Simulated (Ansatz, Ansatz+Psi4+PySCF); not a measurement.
Two shapes of singlet C₂H₄.

Shape 1:

```xyz
6

C     0.0000    0.0000    0.6675
C     0.0000    0.0000   -0.6675
H     0.0000    0.9228    1.2377
H     0.0000   -0.9228    1.2377
H     0.0000    0.9228   -1.2377
H     0.0000   -0.9228   -1.2377
```

Shape 2:

```xyz
6

C     0.0000    0.0000    0.6675
C     0.0000    0.0000   -0.6675
H     0.0000    0.8803    1.2114
H     0.0000   -0.8803    1.2114
H     0.0000    0.8803   -1.2114
H     0.0000   -0.8803   -1.2114
```

Basis set: cc-pVTZ (spherical functions). Left uncorrelated: 2 orbitals. Charge 0, multiplicity 1.

Computed with Ansatz (development build ahead of 0.2.0) and Psi4 1.11; each method stands on the lowest determinant of its kind that the runs found.

Which shape is lower in energy, and by how much in each method?

| method | E(2) − E(1) (eV) |
| --- | --- |
| RHF | 0.118 |
| RHF-MP2 | 0.163 |
| RHF-CCSD(T) | 0.181 |

Shape 1 is lower.
